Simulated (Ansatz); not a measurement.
We consider 2H MoTe₂, described by rVV10 (Ansatz, a quantum-chemistry and plane-wave program, plane waves, PAW).

Run with plane-wave cutoff 520 eV, 12×12×4 k mesh (along the axes of the cell as run), Fermi–Dirac smearing 0.01 eV, no spin polarisation, scalar-relativistic PAW data made under PBE.

Response to compression and expansion:

Shape and atoms are relaxed at each volume.

```tsv
V (Å³/atom)	P (GPa)	direct gap at Γ (eV)	smallest gap on the k mesh (eV)	c (Å)
25.511	1.78	2.631	0.645	13.895
26.043	0.81	2.626	0.687	14.052
26.574	0.01	2.628	0.730	14.222
27.106	-0.65	2.634	0.774	14.403
27.637	-1.15	2.648	0.821	14.602
```

The fundamental gap (0.70 eV at the equilibrium volume, with added k points) lies elsewhere than Γ–Γ.

Measured, for comparison: band gap 1.06 ± 0.01 eV (4 K, zero-point motion not removed, indirect, absorption from ellipsometry, single crystal; as tabulated in Gulo et al. (2023), doi:10.1103/physrevmaterials.7.044001).

Note: the bulk modulus comes from volumes at which shape and atoms were relaxed.

Spin–orbit coupling is not included; with these elements it can move the gap by several tenths of an eV or more.
